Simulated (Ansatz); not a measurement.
# BH4+ (triplet): PBE-QIDH, RPA-PBE over a scan of the scale of all distances, cc-pVDZ

Aim: run BH4+ (triplet) with these functionals over a scan of the scale of all distances, and hold them against the top wave-function level at the same points.

Program: Ansatz 0.2.0, Gaussian basis. Level of theory: cc-pVDZ, all electrons in the functionals, frozen cores in the correlation of double hybrids and RPA. These are calculated values, not measurements.

Plan: PBE-QIDH, RPA-PBE, at 0.872; 1.000; 1.140; 1.276; 1.499; 1.739; 2.030; 2.434.

20 further runs of the same task are left out: 2 for a known fault of the program, 1 for a mislabelled method, 13 that didn't finish, 4 set aside as unsound or not needed.

### Step 1. What is computed

The geometry derives from a PBE0/def2-TZVP stationary point (not a proven minimum). All distances are scaled together.

5 atoms, charge 1, spin multiplicity 3.

Atoms are counted from 1 here; the program's logs count them from 0.

Bond lengths: B1–H2 1.256 Å, B1–H3 1.256 Å, B1–H4 1.256 Å, B1–H5 1.256 Å. Angles: H2–B1–H3 65.3°, H2–B1–H4 135.2°, H2–B1–H5 135.2°, H3–B1–H4 135.2°, H3–B1–H5 135.2°, H4–B1–H5 65.3°.

No dispersion term is added.

The geometry shown and the zero of energy belong to the point 1.000. The yardstick, FCI, and other wave-function levels (R restricted, U unrestricted, valence and pair active spaces) come from earlier runs.

### Step 2. PBE-QIDH, 0.872

in.yaml

```yaml
crystal:
  periodic: [false, false, false]
  atoms:
    - {symbol: B, position_ang: [0.000000, 0.000000, 0.000000]}
    - {symbol: H, position_ang: [0.411998, 0.424049, 0.921969]}
    - {symbol: H, position_ang: [-0.423609, -0.410611, 0.922790]}
    - {symbol: H, position_ang: [-0.411508, 0.411062, -0.928050]}
    - {symbol: H, position_ang: [0.423119, -0.424501, -0.916709]}
basis:
  gaussian: {orbitals: cc-pVDZ}
total_charge: 1
magnetization: {spin_polarized: true, initial_magnetization: 2}
hamiltonian: {xc: {name: PBE-QIDH}}
correlation: {electrons: outside_noble_gas}
```

On the command line:

```console
> ansatz run in.yaml --threads 1 --pin off --events-out ev --progress --plain --max-ram 2393MiB
```

After this run come: PBE-QIDH, 1.000; PBE-QIDH, 1.140; PBE-QIDH, 1.276; PBE-QIDH, 1.499; PBE-QIDH, 1.739; PBE-QIDH, 2.030; PBE-QIDH, 2.434; RPA-PBE, 0.872; RPA-PBE, 1.000; RPA-PBE, 1.140; RPA-PBE, 1.276; RPA-PBE, 1.499; RPA-PBE, 1.739; RPA-PBE, 2.030; RPA-PBE, 2.434.

Before running them: what should the planned runs give, taken together? Wanted: span of the FCI curve; largest miss, PBE-QIDH; largest miss, RPA-PBE.

The runs gave:

```
              quantity              value
 span of the FCI curve           8.460 eV
largest miss, PBE-QIDH  +0.818 eV (2.434)
 largest miss, RPA-PBE  -0.238 eV (1.276)
```

In words: Of the functionals, RPA-PBE keep the smallest largest miss at the points compared (at most 0.238 eV) and PBE-QIDH strays most (0.818 eV, at 2.434). PBE-QIDH, RPA-PBE clearly break the spin symmetry at some points (⟨S²⟩ up to 1.03 above the pure value), so energy there is bought with a mixed spin. Functionals and the yardstick converge differently with the basis, so part of each miss in cc-pVDZ is the basis.
